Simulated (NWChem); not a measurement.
**CHF2S (SMILES F[C](F)S): name the method**

CHF2S: 5 atoms, total charge 0, spin state doublet. As SMILES, `F[C](F)S`. The coordinates come from a GFN2-xTB relaxation. This is one conformer, not always the lowest.

```xyz
5

F     1.0599    0.0843    0.9467
C     0.2379   -0.4921    0.0569
F    -0.2014   -1.6515    0.5434
S    -0.9767    0.5262   -0.6796
H    -0.1197    1.5331   -0.8674
```

A calculation with NWChem 7.3.0 gave:

```json
{"total energy": "-631.5188 Eh", "dipole moment": "2.02 D", "HOMO energy": "-10.20 eV", "LUMO energy": "3.17 eV", "⟨S²⟩": "0.757", "largest force": "2.192 eV/Å"}
```

Problem. Which of these levels gave the numbers?
A. HF/STO-3G
B. B3LYP/6-31G* (Cartesian functions)
C. HF/3-21G
D. B3LYP/6-311+G**

Solution. C. The others give -627.1881 Eh (HF/STO-3G), -636.4952 Eh (B3LYP/6-31G* (Cartesian functions)), -636.6130 Eh (B3LYP/6-311+G**).
